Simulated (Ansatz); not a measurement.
# AlClH₂N radical: how energies converge with the basis set

How large a basis does AlClH₂N radical need? Two functionals are run in growing sets.

Program: Ansatz 0.2.0, Gaussian basis. Level of theory: one geometry, several basis sets. These are calculated values, not measurements.

Plan: PBE0-D4/def2-SVP; ωB97M-V/def2-SVP; PBE0-D4/def2-QZVPP; ωB97M-V/def2-QZVPP; the functionals' def2-TZVPP values are taken from earlier runs.

## (1) The geometry

All runs share one geometry, relaxed beforehand with PBE0-D4 in a triple-zeta def2 set.

SMILES `[NH2][Al][Cl]`, 5 atoms, charge 0, spin multiplicity 2.

Atoms are counted from 1 here; the program's logs count them from 0.

Bond lengths: N1–Al2 1.765 Å, N1–H4 1.007 Å, N1–H5 1.009 Å, Al2–Cl3 2.116 Å. Angles: Al2–N1–H4 124.9°, Al2–N1–H5 124.1°, H4–N1–H5 111.0°, N1–Al2–Cl3 116.7°.

## (2) PBE0-D4 in def2-SVP

Contents of in.yaml:

```yaml
crystal:
  periodic: [false, false, false]
  atoms:
    - {symbol: N, position_ang: [-0.549443, 0.461698, -0.231976]}
    - {symbol: Al, position_ang: [0.402602, -0.291636, 1.049148]}
    - {symbol: Cl, position_ang: [1.906992, -1.649745, 0.440767]}
    - {symbol: H, position_ang: [-1.293642, 1.123271, -0.083460]}
    - {symbol: H, position_ang: [-0.416609, 0.282712, -1.215879]}
basis:
  gaussian: {orbitals: def2-SVP}
magnetization: {spin_polarized: true, initial_magnetization: 1}
hamiltonian: {xc: pbe0, dispersion: d4}
output: {orbitals: {seedname: orbitals}}
```

After this run come: ωB97M-V in def2-SVP; PBE0-D4 in def2-QZVPP; ωB97M-V in def2-QZVPP.

**Question.** What will the summary of the whole plan be? Wanted: PBE0-D4: double and triple zeta above quadruple; ωB97M-V: double and triple zeta above quadruple.

**Answer**, as computed:

| quantity | value |
| --- | --- |
| PBE0-D4: double and triple zeta above quadruple | 9.27, 0.68 eV |
| ωB97M-V: double and triple zeta above quadruple | 9.25, 0.66 eV |

PBE0-D4 gains 8.59 eV from double to triple zeta, then 0.68 eV more. Total energies overstate the basis error of differences, where much of it tends to cancel.
